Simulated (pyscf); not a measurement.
Homolytic dissociation enthalpies at 298 K of N–Si, N–Sn bonds in 8 gas-phase molecules, in kcal/mol. Optimised with ωB97X-D3(BJ)/def2-SVP in PySCF. Both columns use the same structures and thermal terms. Rows were drawn at random from the closed-shell molecules with such a bond whose radicals are computed, keep their shape and have no isomer in the data more than 5 kcal/mol lower.

```
row                molecule                   radicals  PBE/def2-TZVP  ωB97M-D3(BJ)/def2-TZVP
---  ----------------------  -------------------------  -------------  ----------------------
1            H₂N–Sn(F)(F)–F          NH₂• + F–Sn•(F)–F           68.0                    72.3
2          H₂N–SiH₂–NH–SiH₃       NH₂• + •H₂Si–NH–SiH₃          101.9                   108.5
3     H₃Si–NH–Si(Cl)(Cl)–Cl  SiH₃• + •HN–Si(Cl)(Cl)–Cl          102.7                   111.6
4      H₂N–Sn(NH₂)(NH₂)–NH₂    NH₂• + H₂N–Sn•(NH₂)–NH₂           64.8                    72.1
5         H₂N–Sn(OH)(Cl)–Cl       NH₂• + HO–Sn•(Cl)–Cl           66.1                    71.3
6    H₂N–Si(NH₂)(SiH₃)–SiH₃  NH₂• + H₂N–Si•(SiH₃)–SiH₃           93.1                    99.0
7     H₂N–Si(SiH₃)(SiH₃)–Cl   NH₂• + H₃Si–Si•(SiH₃)–Cl           95.4                       ?
8     H₂N–Si(OH)(SiH₃)–SiH₃   NH₂• + HO–Si•(SiH₃)–SiH₃           96.8                   103.0
```

### Question
Fit a line that carries the PBE values to the last column and predict row 7.

### Answer
In the 7 complete rows the last column lies 4.3 to 8.9 kcal/mol from PBE (mean 6.3, median 6.2). Least squares gives y = 3.0 + 1.04·x with residuals of 1.2 kcal/mol (root mean square). For row 7: 3.0 + 1.04 × 95.4 = 102.2 kcal/mol. The computed value is 101.3 kcal/mol, 0.9 under the line. Elements past Kr carry the def2 core potentials, without spin-orbit coupling.
